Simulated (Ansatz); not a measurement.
**Niobium, bcc: convergence with Methfessel-Paxton smearing**

Computed with Ansatz, LDA, scalar-relativistic PAW, on the relaxed cell (a = 3.246 Å; spin not included). Errors count from a run at 420 eV on a Γ-centred 22×22×22 mesh with Fermi-Dirac smearing of 0.1 eV, extrapolated to zero width. Fixed here: cutoff 420 eV, mesh 14×14×14. The SCF starts from atomic densities corrected by a trained network.

```json
{"width (eV)": "0.01", "E(σ→0) error (meV/atom)": "5.9", "F error (meV/atom)": "5.9", "P (GPa)": "0.04", "SCF iterations": "6"}
{"width (eV)": "0.03", "E(σ→0) error (meV/atom)": "5.9", "F error (meV/atom)": "5.9", "P (GPa)": "0.06", "SCF iterations": "5"}
{"width (eV)": "0.1", "E(σ→0) error (meV/atom)": "5.6", "F error (meV/atom)": "5.7", "P (GPa)": "0.07", "SCF iterations": "5"}
{"width (eV)": "0.2", "E(σ→0) error (meV/atom)": "6.2", "F error (meV/atom)": "6.0", "P (GPa)": "0.15", "SCF iterations": "5"}
{"width (eV)": "0.3", "E(σ→0) error (meV/atom)": "6.4", "F error (meV/atom)": "4.7", "P (GPa)": "0.26", "SCF iterations": "5"}
{"width (eV)": "0.6", "E(σ→0) error (meV/atom)": "0.2", "F error (meV/atom)": "-7.3", "P (GPa)": "0.37", "SCF iterations": "5"}
{"width (eV)": "1.0", "E(σ→0) error (meV/atom)": "-16.7", "F error (meV/atom)": "-25.9", "P (GPa)": "0.26", "SCF iterations": "5"}
```
